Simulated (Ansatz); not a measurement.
# [BH4]− (SMILES [H][B-]([H])([H])[H]): levels of theory compared

Aim: a comparison of 6 runs (HF/3-21G, HF/6-31G, UB3LYP/3-21G, UPBE/3-21G, wB97M-V/3-21G, wB97M-V/6-31G) of [BH4]−. 

The results are computed with Ansatz 0.2.0.

## Step 1: Starting point

[BH4]−: 5 atoms, total charge -1, spin state singlet. SMILES: `[H][B-]([H])([H])[H]`. The H3–B1 distance was set to 2.458 Å, away from the relaxed value. At this shape a bond of the SMILES string is far longer than usual.

Bond lengths: B1–H2 1.229 Å, B1–H4 1.229 Å, B1–H5 1.229 Å. Angles: H2–B1–H4 109.5°, H2–B1–H5 109.5°, H4–B1–H5 109.5°.

## Step 2: A single-point energy at HF/3-21G (run 1)

The input, input.yaml:

```yaml
crystal:
  periodic: [false, false, false]
  atoms:
    - {symbol: B, position_ang: [-1.154681, -0.012220, 0.420721]}
    - {symbol: H, position_ang: [-1.142801, -0.032610, 1.649891]}
    - {symbol: H, position_ang: [1.154650, 0.011840, -0.420810]}
    - {symbol: H, position_ang: [-1.742281, 0.995780, 0.033211]}
    - {symbol: H, position_ang: [-1.733611, -1.010910, 0.000081]}
basis:
  gaussian: {orbitals: 3-21G.json}
hamiltonian: {xc: hf}
accuracy: high
total_charge: -1
```

The basis set 3-21G is read from a file made from the Basis Set Exchange's data (not shown).

The run is started by

```sh
ansatz run input.yaml --threads 1 --pin off --max-ram 2610MiB --events-out events.jsonl --progress --plain --runs-dir runs
```

The program printed:

```text
Warning: RAYON_NUM_THREADS=1 ignored (pool sized by the plan → 1); use --threads N
Functional definition: HF
  name "HF"
  exchange = exact_x
  correlation = 0
337 factors; integrals over basis functions are off by at most 4.3e-9 eV
mean field evaluation 1: about -725.4081 eV, gradient 1.6e1 eV
mean field evaluation 2: about -725.3988 eV, gradient 1.5e1 eV
mean field evaluation 4: about -726.6673 eV, gradient 1.1e0 eV
mean field evaluation 8: about -726.6732 eV, gradient 3.1e-4 eV
mean field -726.67320108 eV, -26.7047475831 hartree, gradient 6.7e-9 eV, S^2 0.000000; 0 other end points of the search recorded, 0 dependent functions left out
reference -726.67320108 eV, -26.7047475831 hartree; 5, 5 occupied and 12, 12 virtual orbitals, 337 factors
Total energy: -726.67320108 eV, -26.7047475831 hartree
```

Wall time 0.08 s (1 thread of Arm Neoverse V2, shared host).

## Step 3: A single-point energy at HF/6-31G (run 2)

The input, job.yaml:

```yaml
crystal:
  periodic: [false, false, false]
  atoms:
    - {symbol: B, position_ang: [-1.154681, -0.012220, 0.420721]}
    - {symbol: H, position_ang: [-1.142801, -0.032610, 1.649891]}
    - {symbol: H, position_ang: [1.154650, 0.011840, -0.420810]}
    - {symbol: H, position_ang: [-1.742281, 0.995780, 0.033211]}
    - {symbol: H, position_ang: [-1.733611, -1.010910, 0.000081]}
basis:
  gaussian:
    orbitals: 6-31G
total_charge: -1
hamiltonian:
  xc: hf
accuracy: high
```

The run is started by

```sh
ansatz run job.yaml --threads 1 --pin off --max-ram 2610MiB --events-out events.jsonl --progress --plain --runs-dir runs
```

The program printed:

```text
Warning: RAYON_NUM_THREADS=1 ignored (pool sized by the plan → 1); use --threads N
[... 4 set-up lines as earlier in the session ...]
411 factors; integrals over basis functions are off by at most 2.4e-9 eV
mean field evaluation 1: about -729.2689 eV, gradient 1.6e1 eV
mean field evaluation 2: about -729.2649 eV, gradient 1.6e1 eV
mean field evaluation 4: about -730.6266 eV, gradient 1.2e0 eV
mean field evaluation 8: about -730.6340 eV, gradient 4.5e-6 eV
mean field -730.63400785 eV, -26.8503045468 hartree, gradient 9.1e-9 eV, S^2 0.000000; 0 other end points of the search recorded, 0 dependent functions left out
reference -730.63400785 eV, -26.8503045468 hartree; 5, 5 occupied and 12, 12 virtual orbitals, 411 factors
Total energy: -730.63400785 eV, -26.8503045468 hartree
```

Run time: 0.1 s. Hardware: 1 thread of Arm Neoverse V2, shared host.

## Step 4: A single-point energy at UB3LYP/3-21G (run 3)

The input, molecule.yaml:

```yaml
crystal:
  periodic: [false, false, false]
  atoms:
    - {symbol: B, position_ang: [-1.154681, -0.012220, 0.420721]}
    - {symbol: H, position_ang: [-1.142801, -0.032610, 1.649891]}
    - {symbol: H, position_ang: [1.154650, 0.011840, -0.420810]}
    - {symbol: H, position_ang: [-1.742281, 0.995780, 0.033211]}
    - {symbol: H, position_ang: [-1.733611, -1.010910, 0.000081]}
basis:
  gaussian:
    orbitals: 3-21G.json
total_charge: -1
magnetization:
  spin_polarized: true
  initial_magnetization: 0
hamiltonian:
  xc: {name: B3LYP}
accuracy: high
```

The basis set 3-21G is read from a file made from the Basis Set Exchange's data (not shown).

The run is started by

```sh
ansatz run molecule.yaml --threads 1 --pin off --max-ram 2610MiB --events-out events.jsonl --progress --plain --runs-dir runs
```

The program printed:

```text
Warning: RAYON_NUM_THREADS=1 ignored (pool sized by the plan → 1); use --threads N
Functional definition: B3LYP
  name "B3LYP"
  parameter a0 = 0.2
  parameter ax = 0.72
  parameter ac = 0.81
  exchange = (1 - a0 - ax)*slater_x + ax*b88_x + a0*exact_x
  correlation = (1 - ac)*vwn_rpa_c + ac*lyp_c
337 factors; integrals over basis functions are off by at most 4.3e-9 eV
mean field evaluation 1: about -733.6513 eV, gradient 8.2e0 eV
mean field evaluation 2: about -730.3721 eV, gradient 1.9e1 eV
mean field evaluation 4: about -734.6301 eV, gradient 2.7e-1 eV
mean field evaluation 8: about -734.6028 eV, gradient 2.7e-3 eV
mean field evaluation 16: about -734.6028 eV, gradient 6.2e-8 eV
mean field -734.60277853 eV, -26.9961541793 hartree, gradient 6.2e-8 eV, S^2 0.000000; 1 other end points of the search recorded, 0 dependent functions left out
reference -734.60280707 eV, -26.9961552281 hartree; 5, 5 occupied and 12, 12 virtual orbitals, 337 factors
Total energy: -734.60280707 eV, -26.9961552281 hartree
```

It took 0.99 s on 1 thread of Arm Neoverse V2, shared host; peak memory 0.12 GiB.

Runs 4 to 5 aren't shown in full; the table further down has their settings and results.

## Step 5: The energy at wB97M-V/6-31G (run 6)

Edit molecule.yaml of step 4 so:

```diff
@@ -10,9 +10,6 @@
   gaussian:
-    orbitals: 3-21G.json
+    orbitals: 6-31G
 total_charge: -1
-magnetization:
-  spin_polarized: true
-  initial_magnetization: 0
 hamiltonian:
-  xc: {name: B3LYP}
+  xc: {name: wB97M-V}
 accuracy: high
```

The run is started by

```sh
ansatz run molecule.yaml --threads 1 --pin off --max-ram 2610MiB --events-out events.jsonl --progress --plain --runs-dir runs
```

The program printed, cut to the lines that bear on the results:

```text
Warning: RAYON_NUM_THREADS=1 ignored (pool sized by the plan → 1); use --threads N
Functional definition: wB97M-V
  name "wB97M-V"
[...]
  gx(w, u) = 1 - cx + cx01*u + cx10*w
  gss(w, u) = css00 + css04*u^4 + css10*w + css20*w^2 + css43*w^4*u^3
  gos(w, u) = cos00 + cos10*w + (cos20 + cos21*u)*w^2 + (cos60 + cos61*u)*w^6
[...]
      + integral(e_c_pw_mod_opposite_spin*gos(b97_w_opposite, b97_u_opposite)) + vv10(b, c)
411 factors; integrals over basis functions are off by at most 2.4e-9 eV
178 factors; integrals over basis functions are off by at most 2.5e-9 eV
[...]
mean field -737.03568192 eV, -27.0855617299 hartree, gradient 5.4e-8 eV, S^2 0.000000; 0 other end points of the search recorded, 0 dependent functions left out
reference -737.03568465 eV, -27.0855618302 hartree; 5, 5 occupied and 12, 12 virtual orbitals, 411 factors
Total energy: -737.03568465 eV, -27.0855618302 hartree
```

Run time: 6.9 s. Hardware: 1 thread of Arm Neoverse V2, shared host; peak memory 0.2 GiB.

## Step 6: Overview of the runs

| run | level | energy (Eh) | wall time |
| --- | --- | --- | --- |
| 1 | HF/3-21G | -26.704748 | 0.08 s |
| 2 | HF/6-31G | -26.850305 | 0.1 s |
| 3 | UB3LYP/3-21G | -26.996155 | 0.99 s |
| 4 | UPBE/3-21G | -26.927163 | 0.87 s |
| 5 | wB97M-V/3-21G | -26.937554 | 6.6 s |
| 6 | wB97M-V/6-31G | -27.085562 | 6.9 s |

## Step 7: Summary of results

```
           quantity         value
run 6: total energy  -27.08556 Eh
```

What this shows: Totals of different functionals can't be ranked against each other. All runs together took 16 s, the longest 6.9 s.
